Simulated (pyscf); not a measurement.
Thermochemistry of product channels of O=Mo(=O)(F)–F + H₂ on the singlet surface, in eV, from ωB97M-D3(BJ)/def2-TZVP energies (ideal gas, 1 atm, RRHO with modes under 100 cm⁻¹ raised to 100, one conformer, R ln 2 for chiral ones without a mode under 150 cm⁻¹). Structures and frequencies: ωB97X-D3(BJ)/def2-SVP in PySCF.

```json
[
 {"products": "O=MoH(OH)(F)–F", "ΔE": "+0.33", "ΔH(298 K)": "+0.50", "ΔG(298 K)": "+0.82", "ΔG(900 K)": "+1.49"},
 {"products": "HO–Mo(OH)(F)–F [singlet]", "ΔE": "+0.50", "ΔH(298 K)": "+0.73", "ΔG(298 K)": "+1.03", "ΔG(900 K)": "+1.63"}
]
```

These are energies of the channels, which say nothing of barriers. The other spin state of HO–Mo(OH)(F)–F [singlet] is not in these data. A restricted singlet here is unstable towards spin polarisation, as is usual where a triplet lies low; its energy is less safe. Elements past Kr carry the def2 core potentials, without spin-orbit coupling.
